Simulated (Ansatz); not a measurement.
This geometry of C2H3FN (7 atoms, charge 0, multiplicity 2) is a first-order saddle point.

These are results of UKS PBE-D4/def2-SVP (Ansatz 0.2.0), not measurements.

```xyz
7
Properties=species:S:1:pos:R:3
N -1.325 0.921 -0.029
C -0.125 0.509 0.066
C 0.655 -0.582 -0.350
F 0.187 -1.660 -1.029
H -1.689 1.493 0.745
H 1.753 -0.487 -0.398
H 0.545 -0.194 0.995
```

Question: Which two structures does it join? (They come from a converged band through this point; their orientation in space is the band's.)

Answer: Bonds broken: C3–H7. Bonds formed: C2–H7.

Initial state:

```xyz
7
Properties=species:S:1:pos:R:3
N -1.383 0.842 -0.045
C -0.201 0.615 0.268
C 0.685 -0.534 -0.043
F 0.102 -1.529 -0.815
H -1.824 1.719 0.280
H 1.587 -0.142 -0.568
H 1.033 -0.972 0.922
```

Final state:

```xyz
7
Properties=species:S:1:pos:R:3
N -1.280 0.660 0.006
C -0.053 0.287 0.302
C 0.633 -0.699 -0.437
F 0.068 -1.302 -1.475
H -1.578 1.388 0.677
H 1.660 -1.036 -0.217
H 0.550 0.702 1.144
```

Question: How far does it lie above each of them?

Answer: 1.61 eV above the first and 2.05 eV above the second. This is the barrier of this one path; another mechanism may lie lower.

Time of the run: 33 s on 2 threads of AMD EPYC 9R14 (Zen 4) (shared host), peak memory 0.16 GiB.
